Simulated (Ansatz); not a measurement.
**SiN₂H (doublet): the correlation ladder, cc-pVDZ**

One table from this session's results is given with a row withheld; the runs are named, their logs left out.

Program: Ansatz 0.2.0, Gaussian basis. Level of theory: cc-pVDZ, core rule «outside noble gas», up to 7 orbitals frozen. These are calculated values, not measurements.

Plan: UHF; CCSD(T) on ROHF; CCSD(T) on UHF; BCCD(T) on ROHF; CISD as a restricted active space (open shells left free, so some higher excitations enter); CCSDT(Q) on ROHF; CCSDT(Q) on UHF.

16 further runs of the same task are left out: 8 that didn't finish, 8 set aside as unsound or not needed. Runs told in other sessions of the task aren't counted.

### The geometry

The geometry is a PBE0/def2-TZVP stationary point (not a proven minimum).

4 atoms, charge 0, spin multiplicity 2.

Atoms are counted from 1 here; the program's logs count them from 0.

Bond lengths: N1–N2 1.251 Å, N1–H4 1.031 Å, N2–Si3 1.603 Å. Angles: N2–N1–H4 109.6°, N1–N2–Si3 173.5°.

Set-up of the first run:

File in.yaml:

```yaml
crystal:
  periodic: [false, false, false]
  atoms:
    - {symbol: N, position_ang: [0.000005, -0.302572, 0.908543]}
    - {symbol: N, position_ang: [-0.000014, -0.160541, -0.334175]}
    - {symbol: Si, position_ang: [0.000002, -0.160128, -1.936811]}
    - {symbol: H, position_ang: [0.000007, 0.623240, 1.362442]}
basis:
  gaussian: {orbitals: cc-pVDZ}
magnetization: {spin_polarized: true, initial_magnetization: 1}
hamiltonian: {xc: hf}
output: {orbitals: {seedname: orbitals}}
```

On the command line:

```
> ansatz run in.yaml --threads 1 --pin off --events-out ev --progress --plain --max-ram 2393MiB
```

Steps of the session up to this table: UHF; CCSD(T) on ROHF; CCSD(T) on UHF; BCCD(T) on ROHF; CISD as a restricted active space (open shells left free, so some higher excitations enter); CCSDT(Q) on ROHF; CCSDT(Q) on UHF.

One of the session's tables, all rows but one given; the rest of the session is left out.

```
   method  from RCCSDT(Q) (meV)
     ROHF                     ?
      UHF              +11823.7
     RMP2               +1165.3
     UMP2               +1633.8
     CISD               +2038.5
    RCCSD                +619.7
    UCCSD                +606.3
 RCCSD(T)                 +87.2
 UCCSD(T)                +114.7
  BCCD(T)                 +92.0
   RCCSDT                 +63.8
   UCCSDT                 +63.1
RCCSDT(Q)                     0
UCCSDT(Q)                  -8.2
```

Q: Estimate the row for ROHF from the others.

As computed: from RCCSDT(Q) (meV): +12287.1. In the column «from RCCSDT(Q) (meV)» it is the highest.

With the free atoms at the same levels and basis (separate runs), the atomisation energy is 10.769 eV at RCCSDT(Q), 10.703 eV at RCCSD(T), 10.671 eV at UCCSD(T), 5.269 eV at ROHF.

Limits of these values: Warnings: spin contamination; large T1 diagnostic. Restricted and unrestricted rows rest on different reference determinants; a gap between their highest levels can come from leftover correlation error, from unlike frozen cores or from another state.
